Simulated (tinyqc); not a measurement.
Worked calculation (part 1 of 2): CCSD on RHF in the sto-3g basis, for CH3+, spin multiplicity 1. Computed by tinyqc, a small Python program that keeps every step (integrals from PySCF). Settings: charge = 1, multiplicity = 1, basis = sto-3g, method = RHF, energy threshold = 1e-10, iteration cap = 74, orthogonalisation = canonical, start = core, DIIS depth = 6, amplitude equations = CCSD, DIIS depth for amplitudes = 4, cap on updates = 50. Command: `OMP_NUM_THREADS=1 python tinyqc.py 21058 21059 out.jsonl` (the two numbers bound the seeds that draw the settings). One thread of a shared host (Intel(R) Xeon(R) Processor @ 2.60GHz), about 0.4 s of CPU time with the checks. The early iterations of the SCF are left out here.

## One-electron integrals

Geometry (angstrom):
```
atom        x        y       z
C      0.0000   0.0000  0.0200
H      1.0380   0.0000  0.0000
H     -0.5190   0.8990  0.0000
H     -0.5190  -0.8990  0.0000
```

Basis sto-3g: exponents (1/bohr^2) and contraction coefficients of normalised primitives:
```
element  l (shell)  exponent  coefficient
C            s (1)   71.6168       0.1543
C            s (1)   13.0451       0.5353
C            s (1)    3.5305       0.4446
C            s (2)    2.9412      -0.1000
C            s (2)    0.6835       0.3995
C            s (2)    0.2223       0.7001
C            p (3)    2.9412       0.1559
C            p (3)    0.6835       0.6077
C            p (3)    0.2223       0.3920
H            s (1)    3.4253       0.1543
H            s (1)    0.6239       0.5353
H            s (1)    0.1689       0.4446
```

Overlap, kinetic and nuclear-attraction integrals over the contracted functions; the nuclear repulsion is the sum of Za Zb / Rab.

nuclear repulsion = 10.057421 hartree

overlap S, lower triangle:
```
         1C 1s   1C 2s   1C 2px   1C 2py   1C 2pz   2H 1s   3H 1s   4H 1s
1C 1s   1.0000
1C 2s   0.2484  1.0000
1C 2px  0.0000  0.0000   1.0000
1C 2py  0.0000  0.0000   0.0000   1.0000
1C 2pz  0.0000  0.0000   0.0000   0.0000   1.0000
2H 1s   0.0703  0.5209   0.4843   0.0000  -0.0093  1.0000
3H 1s   0.0703  0.5209  -0.2421   0.4194  -0.0093  0.1646  1.0000
4H 1s   0.0703  0.5209  -0.2421  -0.4194  -0.0093  0.1646  0.1646  1.0000
```

kinetic energy T (hartree), lower triangle:
```
          1C 1s   1C 2s   1C 2px   1C 2py   1C 2pz    2H 1s    3H 1s   4H 1s
1C 1s   15.8911
1C 2s   -0.0859  0.4722
1C 2px   0.0000  0.0000   1.4777
1C 2py   0.0000  0.0000   0.0000   1.4777
1C 2pz   0.0000  0.0000   0.0000   0.0000   1.4777
2H 1s   -0.0081  0.1246   0.2939   0.0000  -0.0057   0.7600
3H 1s   -0.0081  0.1246  -0.1469   0.2545  -0.0057  -0.0061   0.7600
4H 1s   -0.0081  0.1246  -0.1469  -0.2545  -0.0057  -0.0061  -0.0061  0.7600
```

nuclear attraction V (hartree), lower triangle:
```
           1C 1s    1C 2s   1C 2px   1C 2py   1C 2pz    2H 1s    3H 1s    4H 1s
1C 1s   -35.1818
1C 2s    -4.5720  -6.6647
1C 2px    0.0000   0.0000  -6.6927
1C 2py    0.0000   0.0000   0.0000  -6.6927
1C 2pz    0.0011   0.0107   0.0000   0.0000  -6.4843
2H 1s    -1.3207  -2.9951  -2.5865   0.0000   0.0526  -4.7920
3H 1s    -1.3205  -2.9948   1.2931  -2.2398   0.0526  -0.8766  -4.7919
4H 1s    -1.3205  -2.9948   1.2931   2.2398   0.0526  -0.8766  -0.8765  -4.7919
```

core Hamiltonian H = T + V (hartree), lower triangle:
```
           1C 1s    1C 2s   1C 2px   1C 2py   1C 2pz    2H 1s    3H 1s    4H 1s
1C 1s   -19.2907
1C 2s    -4.6579  -6.1925
1C 2px    0.0000   0.0000  -5.2149
1C 2py    0.0000   0.0000   0.0000  -5.2149
1C 2pz    0.0011   0.0107   0.0000   0.0000  -5.0066
2H 1s    -1.3288  -2.8705  -2.2926   0.0000   0.0469  -4.0320
3H 1s    -1.3286  -2.8702   1.1461  -1.9853   0.0469  -0.8827  -4.0318
4H 1s    -1.3286  -2.8702   1.1461   1.9853   0.0469  -0.8827  -0.8826  -4.0318
```

## Two-electron integrals

Functions are numbered as in S; the eight-fold symmetry (ij|kl) = (ji|kl) = (kl|ij) leaves the list below.

Two-electron integrals (ij|kl) in chemists' order, unique and non-zero (hartree):
```
(11|11) 3.5419      (21|11) 0.5769      (21|21) 0.1119      (22|11) 0.8547
(22|21) 0.2053      (22|22) 0.6247      (31|31) 0.0203      (32|31) 0.0309
(32|32) 0.1380      (33|11) 0.8524      (33|21) 0.2053      (33|22) 0.6246
(33|33) 0.6728      (41|41) 0.0203      (42|41) 0.0309      (42|42) 0.1380
(43|43) 0.0363      (44|11) 0.8524      (44|21) 0.2053      (44|22) 0.6246
(44|33) 0.6003      (44|44) 0.6728      (51|51) 0.0203      (52|51) 0.0309
(52|52) 0.1380      (53|53) 0.0363      (54|54) 0.0363      (55|11) 0.8524
(55|21) 0.2053      (55|22) 0.6246      (55|33) 0.6003      (55|44) 0.6003
(55|55) 0.6728      (61|11) 0.1650      (61|21) 0.0318      (61|22) 0.0580
(61|31) 0.0020      (61|32) 0.0036      (61|33) 0.0584      (61|44) 0.0578
(61|51) -3.77e-05   (61|52) -6.96e-05   (61|53) -1.18e-05   (61|55) 0.0578
(61|61) 0.0092      (62|11) 0.3601      (62|21) 0.0875      (62|22) 0.2888
(62|31) 0.0083      (62|32) 0.0549      (62|33) 0.3017      (62|44) 0.2822
(62|51) -1.60e-04   (62|52) -0.0011     (62|53) -3.74e-04   (62|55) 0.2823
(62|61) 0.0258      (62|62) 0.1688      (63|11) 0.2933      (63|21) 0.0722
(63|22) 0.2528      (63|31) 0.0154      (63|32) 0.0928      (63|33) 0.2782
(63|44) 0.2400      (63|51) -1.16e-04   (63|52) -0.0009     (63|53) -0.0005
(63|55) 0.2400      (63|61) 0.0224      (63|62) 0.1759      (63|63) 0.2019
(64|41) 0.0093      (64|42) 0.0478      (64|43) 0.0110      (64|54) -2.13e-04
(64|64) 0.0220      (65|11) -0.0057     (65|21) -0.0014     (65|22) -0.0049
(65|31) -1.16e-04   (65|32) -0.0009     (65|33) -0.0049     (65|44) -0.0046
(65|51) 0.0093      (65|52) 0.0478      (65|53) 0.0110      (65|55) -0.0050
(65|61) -4.32e-04   (65|62) -0.0034     (65|63) -0.0035     (65|65) 0.0220
(66|11) 0.4953      (66|21) 0.1224      (66|22) 0.4557      (66|31) 0.0156
(66|32) 0.1344      (66|33) 0.5038      (66|44) 0.4314      (66|51) -3.01e-04
(66|52) -0.0026     (66|53) -0.0014     (66|55) 0.4314      (66|61) 0.0368
(66|62) 0.3259      (66|63) 0.3766      (66|65) -0.0073     (66|66) 0.7746
(71|11) 0.1649      (71|21) 0.0318      (71|22) 0.0580      (71|31) -0.0010
(71|32) -0.0018     (71|33) 0.0580      (71|41) 0.0017      (71|42) 0.0031
(71|43) -2.64e-04   (71|44) 0.0583      (71|51) -3.77e-05   (71|52) -6.95e-05
(71|53) 5.88e-06    (71|54) -1.02e-05   (71|55) 0.0578      (71|61) 0.0089
(71|62) 0.0242      (71|63) 0.0195      (71|64) 0.0009      (71|65) -4.05e-04
(71|66) 0.0336      (71|71) 0.0092      (72|11) 0.3601      (72|21) 0.0875
(72|22) 0.2888      (72|31) -0.0042     (72|32) -0.0274     (72|33) 0.2871
(72|41) 0.0072      (72|42) 0.0475      (72|43) -0.0084     (72|44) 0.2968
(72|51) -1.60e-04   (72|52) -0.0011     (72|53) 1.87e-04    (72|54) -3.24e-04
(72|55) 0.2822      (72|61) 0.0242      (72|62) 0.1242      (72|63) 0.1004
(72|64) 0.0146      (72|65) -0.0024     (72|66) 0.1903      (72|71) 0.0258
(72|72) 0.1688      (73|11) -0.1466     (73|21) -0.0361     (73|22) -0.1264
(73|31) 0.0108      (73|32) 0.0590      (73|33) -0.1330     (73|41) -0.0026
(73|42) -0.0195     (73|43) 0.0131      (73|44) -0.1261     (73|51) 5.81e-05
(73|52) 4.34e-04    (73|53) -2.90e-04   (73|54) 1.35e-04    (73|55) -0.1200
(73|61) -0.0090     (73|62) -0.0375     (73|63) -0.0162     (73|64) -0.0033
(73|65) 0.0007      (73|66) -0.0445     (73|71) -0.0112     (73|72) -0.0879
(73|73) 0.0669      (74|11) 0.2540      (74|21) 0.0625      (74|22) 0.2190
(74|31) -0.0026     (74|32) -0.0195     (74|33) 0.2114      (74|41) 0.0139
(74|42) 0.0816      (74|43) -0.0116     (74|44) 0.2375      (74|51) -1.01e-04
(74|52) -0.0008     (74|53) 1.35e-04    (74|54) -4.46e-04   (74|55) 0.2079
(74|61) 0.0173      (74|62) 0.0943      (74|63) 0.0756      (74|64) 0.0255
(74|65) -0.0018     (74|66) 0.1444      (74|71) 0.0194      (74|72) 0.1523
(74|73) -0.0779     (74|74) 0.1569      (75|11) -0.0056     (75|21) -0.0014
(75|22) -0.0049     (75|31) 5.81e-05    (75|32) 4.34e-04    (75|33) -0.0047
(75|41) -1.01e-04   (75|42) -0.0008     (75|43) 1.35e-04    (75|44) -0.0049
(75|51) 0.0093      (75|52) 0.0478      (75|53) -0.0055     (75|54) 0.0096
(75|55) -0.0050     (75|61) -4.05e-04   (75|62) -0.0024     (75|63) -0.0019
(75|64) -2.81e-04   (75|65) 0.0152      (75|66) -0.0040     (75|71) -4.32e-04
(75|72) -0.0034     (75|73) 0.0017      (75|74) -0.0030     (75|75) 0.0220
(76|11) 0.1041      (76|21) 0.0253      (76|22) 0.0860      (76|31) 0.0010
(76|32) 0.0070      (76|33) 0.0867      (76|41) 0.0018      (76|42) 0.0121
(76|43) 4.23e-04    (76|44) 0.0872      (76|51) -7.79e-05   (76|52) -0.0005
(76|53) -7.04e-05   (76|54) -1.22e-04   (76|55) 0.0838      (76|61) 0.0073
(76|62) 0.0452      (76|63) 0.0434      (76|64) 0.0048      (76|65) -0.0010
(76|66) 0.0813      (76|71) 0.0073      (76|72) 0.0451      (76|73) -0.0176
(76|74) 0.0400      (76|75) -0.0010     (76|76) 0.0145      (77|11) 0.4953
(77|21) 0.1224      (77|22) 0.4557      (77|31) -0.0078     (77|32) -0.0672
(77|33) 0.4495      (77|41) 0.0135      (77|42) 0.1164      (77|43) -0.0313
(77|44) 0.4857      (77|51) -3.01e-04   (77|52) -0.0026     (77|53) 0.0007
(77|54) -0.0012     (77|55) 0.4314      (77|61) 0.0336      (77|62) 0.1903
(77|63) 0.1473      (77|64) 0.0337      (77|65) -0.0040     (77|66) 0.2923
(77|71) 0.0368      (77|72) 0.3259      (77|73) -0.1883     (77|74) 0.3262
(77|75) -0.0073     (77|76) 0.0813      (77|77) 0.7746      (81|11) 0.1649
(81|21) 0.0318      (81|22) 0.0580      (81|31) -0.0010     (81|32) -0.0018
(81|33) 0.0580      (81|41) -0.0017     (81|42) -0.0031     (81|43) 2.64e-04
(81|44) 0.0583      (81|51) -3.77e-05   (81|52) -6.95e-05   (81|53) 5.88e-06
(81|54) 1.02e-05    (81|55) 0.0578      (81|61) 0.0089      (81|62) 0.0242
(81|63) 0.0195      (81|64) -0.0009     (81|65) -4.05e-04   (81|66) 0.0336
(81|71) 0.0089      (81|72) 0.0242      (81|73) -0.0105     (81|74) 0.0164
(81|75) -4.05e-04   (81|76) 0.0069      (81|77) 0.0336      (81|81) 0.0092
(82|11) 0.3601      (82|21) 0.0875      (82|22) 0.2888      (82|31) -0.0042
(82|32) -0.0274     (82|33) 0.2871      (82|41) -0.0072     (82|42) -0.0475
(82|43) 0.0084      (82|44) 0.2968      (82|51) -1.60e-04   (82|52) -0.0011
(82|53) 1.87e-04    (82|54) 3.24e-04    (82|55) 0.2822      (82|61) 0.0242
(82|62) 0.1242      (82|63) 0.1004      (82|64) -0.0146     (82|65) -0.0024
(82|66) 0.1903      (82|71) 0.0242      (82|72) 0.1242      (82|73) -0.0629
(82|74) 0.0797      (82|75) -0.0024     (82|76) 0.0352      (82|77) 0.1903
(82|81) 0.0258      (82|82) 0.1688      (83|11) -0.1466     (83|21) -0.0361
(83|22) -0.1264     (83|31) 0.0108      (83|32) 0.0590      (83|33) -0.1330
(83|41) 0.0026      (83|42) 0.0195      (83|43) -0.0131     (83|44) -0.1261
(83|51) 5.81e-05    (83|52) 4.34e-04    (83|53) -2.90e-04   (83|54) -1.35e-04
(83|55) -0.1200     (83|61) -0.0090     (83|62) -0.0375     (83|63) -0.0162
(83|64) 0.0033      (83|65) 0.0007      (83|66) -0.0445     (83|71) -0.0105
(83|72) -0.0629     (83|73) 0.0464      (83|74) -0.0395     (83|75) 0.0012
(83|76) -0.0135     (83|77) -0.1028     (83|81) -0.0112     (83|82) -0.0879
(83|83) 0.0669      (84|11) -0.2540     (84|21) -0.0625     (84|22) -0.2190
(84|31) 0.0026      (84|32) 0.0195      (84|33) -0.2114     (84|41) 0.0139
(84|42) 0.0816      (84|43) -0.0116     (84|44) -0.2375     (84|51) 1.01e-04
(84|52) 0.0008      (84|53) -1.35e-04   (84|54) -4.46e-04   (84|55) -0.2079
(84|61) -0.0173     (84|62) -0.0943     (84|63) -0.0756     (84|64) 0.0255
(84|65) 0.0018      (84|66) -0.1444     (84|71) -0.0164     (84|72) -0.0797
(84|73) 0.0395      (84|74) -0.0371     (84|75) 0.0015      (84|76) -0.0234
(84|77) -0.1107     (84|81) -0.0194     (84|82) -0.1523     (84|83) 0.0779
(84|84) 0.1569      (85|11) -0.0056     (85|21) -0.0014     (85|22) -0.0049
(85|31) 5.81e-05    (85|32) 4.34e-04    (85|33) -0.0047     (85|41) 1.01e-04
(85|42) 0.0008      (85|43) -1.35e-04   (85|44) -0.0049     (85|51) 0.0093
(85|52) 0.0478      (85|53) -0.0055     (85|54) -0.0096     (85|55) -0.0050
(85|61) -4.05e-04   (85|62) -0.0024     (85|63) -0.0019     (85|64) 2.81e-04
(85|65) 0.0152      (85|66) -0.0040     (85|71) -4.05e-04   (85|72) -0.0024
(85|73) 0.0012      (85|74) -0.0015     (85|75) 0.0152      (85|76) -0.0008
(85|77) -0.0040     (85|81) -4.32e-04   (85|82) -0.0034     (85|83) 0.0017
(85|84) 0.0030      (85|85) 0.0220      (86|11) 0.1041      (86|21) 0.0253
(86|22) 0.0860      (86|31) 0.0010      (86|32) 0.0070      (86|33) 0.0867
(86|41) -0.0018     (86|42) -0.0121     (86|43) -4.23e-04   (86|44) 0.0872
(86|51) -7.79e-05   (86|52) -0.0005     (86|53) -7.04e-05   (86|54) 1.22e-04
(86|55) 0.0838      (86|61) 0.0073      (86|62) 0.0452      (86|63) 0.0434
(86|64) -0.0048     (86|65) -0.0010     (86|66) 0.0813      (86|71) 0.0069
(86|72) 0.0352      (86|73) -0.0135     (86|74) 0.0234      (86|75) -0.0008
(86|76) 0.0118      (86|77) 0.0530      (86|81) 0.0073      (86|82) 0.0451
(86|83) -0.0176     (86|84) -0.0400     (86|85) -0.0010     (86|86) 0.0145
(87|11) 0.1041      (87|21) 0.0253      (87|22) 0.0859      (87|31) -0.0020
(87|32) -0.0140     (87|33) 0.0875      (87|44) 0.0865      (87|51) -7.79e-05
(87|52) -0.0005     (87|53) 1.41e-04    (87|55) 0.0838      (87|61) 0.0069
(87|62) 0.0352      (87|63) 0.0270      (87|65) -0.0008     (87|66) 0.0530
(87|71) 0.0073      (87|72) 0.0451      (87|73) -0.0259     (87|74) 0.0352
(87|75) -0.0010     (87|76) 0.0118      (87|77) 0.0813      (87|81) 0.0073
(87|82) 0.0451      (87|83) -0.0259     (87|84) -0.0352     (87|85) -0.0010
(87|86) 0.0118      (87|87) 0.0145      (88|11) 0.4953      (88|21) 0.1224
(88|22) 0.4557      (88|31) -0.0078     (88|32) -0.0672     (88|33) 0.4495
(88|41) -0.0135     (88|42) -0.1164     (88|43) 0.0313      (88|44) 0.4857
(88|51) -3.01e-04   (88|52) -0.0026     (88|53) 0.0007      (88|54) 0.0012
(88|55) 0.4314      (88|61) 0.0336      (88|62) 0.1903      (88|63) 0.1473
(88|64) -0.0337     (88|65) -0.0040     (88|66) 0.2923      (88|71) 0.0336
(88|72) 0.1903      (88|73) -0.1028     (88|74) 0.1107      (88|75) -0.0040
(88|76) 0.0530      (88|77) 0.2922      (88|81) 0.0368      (88|82) 0.3259
(88|83) -0.1883     (88|84) -0.3262     (88|85) -0.0073     (88|86) 0.0813
(88|87) 0.0813      (88|88) 0.7746
```

## Orthogonalisation

S = U s U^T; canonical form X = U s^(-1/2), so that X^T S X = 1. Each column of U has its largest component positive (the first on a tie).

eigenvalues of S: 0.2301  0.3189  0.3189  0.9605  1.0005  1.5165  1.5165  2.1383

X:
```
              1        2        3        4        5        6        7        8
1C 1s   -0.3158   0.0001   0.0000   0.9781   0.1039   0.0000   0.0000   0.1489
1C 2s    1.6096  -0.0003   0.0000  -0.0243   0.0142   0.0000   0.0000   0.4342
1C 2px   0.0003   1.1630   0.0000   0.0000   0.0000   0.6124   0.0000   0.0000
1C 2py   0.0000   0.0000   1.1630   0.0000   0.0000   0.0000   0.6124   0.0000
1C 2pz  -0.0270   0.0000   0.0000  -0.1096   0.9938   0.0000   0.0000  -0.0072
2H 1s   -0.7431  -1.0903   0.0000  -0.1548  -0.0165   0.4354   0.0000   0.2926
3H 1s   -0.7427   0.5454  -0.9443  -0.1548  -0.0165  -0.2177   0.3771   0.2926
4H 1s   -0.7427   0.5454   0.9443  -0.1548  -0.0165  -0.2177  -0.3771   0.2926
```

Within a degenerate level the vectors are fixed only up to a rotation; this is one choice.

## Starting guess

The start is the orbitals of the core Hamiltonian; D = 2 C_occ C_occ^T.

D at the start, lower triangle:
```
          1C 1s    1C 2s   1C 2px   1C 2py  1C 2pz    2H 1s    3H 1s   4H 1s
1C 1s    2.1605
1C 2s   -0.7255   3.2232
1C 2px   0.0000   0.0001   2.6845
1C 2py   0.0000   0.0000   0.0000   2.6846
1C 2pz   0.0175  -0.0811   0.0000   0.0000  0.0020
2H 1s    0.0981  -0.4066  -0.5788   0.0000  0.0102   0.1761
3H 1s    0.0981  -0.4065   0.2894  -0.5013  0.0102  -0.0111   0.1761
4H 1s    0.0981  -0.4065   0.2894   0.5013  0.0102  -0.0111  -0.0111  0.1761
```

## Iteration 7 (converged): orbitals

converged F (hartree), lower triangle:
```
           1C 1s    1C 2s   1C 2px   1C 2py   1C 2pz    2H 1s    3H 1s    4H 1s
1C 1s   -11.6112
1C 2s    -3.1081  -1.9925
1C 2px    0.0000   0.0000  -0.8413
1C 2py    0.0000   0.0000   0.0000  -0.8413
1C 2pz   -0.0002   0.0092   0.0000   0.0000  -0.2600
2H 1s    -0.8931  -1.0007  -0.6544   0.0000   0.0114  -0.8871
3H 1s    -0.8930  -1.0006   0.3272  -0.5667   0.0114  -0.3308  -0.8870
4H 1s    -0.8930  -1.0006   0.3272   0.5667   0.0114  -0.3308  -0.3308  -0.8870
```

Diagonalise F' = X^T F X, C = X C', fill 4 alpha and 4 beta electrons from the bottom; D = 2 C_occ C_occ^T. Each column has its largest component positive (the first on a tie).

F' = X^T F X (hartree), lower triangle:
```
         1        2        3         4        5        6        7        8
1   0.1982
2   0.0001   0.3595
3   0.0000   0.0000   0.3595
4   0.7232  -0.0003   0.0000  -10.2856
5   0.0734   0.0000   0.0000   -1.1119  -0.3832
6   0.0000  -0.0446   0.0000    0.0002   0.0000  -0.9971
7   0.0000   0.0000  -0.0446    0.0000   0.0000   0.0000  -0.9971
8  -0.0574   0.0000   0.0000   -3.2524  -0.3663   0.0001   0.0000  -2.4298
```

orbital energies (hartree): MO1 -11.6171, MO2 -1.3164, MO3 -0.9986, MO4 -0.9986, MO5 -0.2600, MO6 0.2931, MO7 0.3610, MO8 0.3610

coefficients C:
```
            MO1      MO2      MO3      MO4      MO5      MO6      MO7      MO8
1C 1s    0.9928  -0.2352   0.0000   0.0000  -0.0056  -0.2199   0.0000  -0.0001
1C 2s    0.0336   0.7139  -0.0001   0.0000   0.0282   1.5062   0.0000   0.0010
1C 2px   0.0000   0.0000   0.6503   0.0000   0.0000  -0.0007   0.0000   1.1422
1C 2py   0.0000   0.0000   0.0000   0.6503   0.0000   0.0000   1.1422   0.0000
1C 2pz  -0.0002  -0.0058   0.0000   0.0000   0.9996  -0.0357   0.0000   0.0000
2H 1s   -0.0067   0.1815   0.3994   0.0000  -0.0088  -0.7922   0.0000  -1.1047
3H 1s   -0.0067   0.1815  -0.1997   0.3459  -0.0088  -0.7932  -0.9562   0.5516
4H 1s   -0.0067   0.1815  -0.1997  -0.3459  -0.0088  -0.7932   0.9562   0.5516
```

D after iteration 7, lower triangle:
```
          1C 1s    1C 2s   1C 2px   1C 2py   1C 2pz    2H 1s    3H 1s   4H 1s
1C 1s    2.0820
1C 2s   -0.2692   1.0217
1C 2px   0.0000   0.0000   0.8457
1C 2py   0.0000   0.0000   0.0000   0.8457
1C 2pz   0.0024  -0.0083   0.0000   0.0000   0.0001
2H 1s   -0.0987   0.2587   0.5194   0.0000  -0.0021   0.3850
3H 1s   -0.0987   0.2587  -0.2597   0.4498  -0.0021  -0.0935   0.3850
4H 1s   -0.0987   0.2587  -0.2597  -0.4498  -0.0021  -0.0935  -0.0935  0.3850
```

Within a degenerate level the vectors are fixed only up to a rotation; this is one choice.

## Convergence

Stop when the energy changes by less than 1e-10 hartree and every element of the error matrix X^T (F D S - S D F) X is below 3e-06.

Course of the cycle:
```
iteration  E (hartree)     change  largest element of the error matrix
1           -36.876201          -                             9.70e-01
2           -38.760485  -1.88e+00                             1.02e-01
3           -38.761170  -6.85e-04                             5.04e-03
4           -38.761176  -5.80e-06                             3.74e-04
5           -38.761176  -1.60e-07                             1.51e-05
6           -38.761176  -1.35e-10                             5.21e-07
7           -38.761176  -1.28e-13                             4.03e-08
```

PySCF RHF in the same basis = -38.761176 hartree

Converged in 7 iterations.

## Populations, bond orders and dipole

Mulliken: Z minus the diagonal of D S on the atom; Loewdin: the same with S^(1/2) D S^(1/2); Mayer order: 2 sum_s sum (D(s) S)_ij (D(s) S)_ji over the two atoms.

Charges (e):
```
atom  Mulliken  Loewdin
1C      0.2006   0.4597
2H      0.2665   0.1801
3H      0.2665   0.1801
4H      0.2665   0.1801
```

Mayer bond orders:
```
pair   order
2-1   0.9252
3-1   0.9252
3-2   0.0019
4-1   0.9252
4-2   0.0019
4-3   0.0019
```

dipole moment about the origin, x y z (debye): -0.0001  0.0000  0.0717
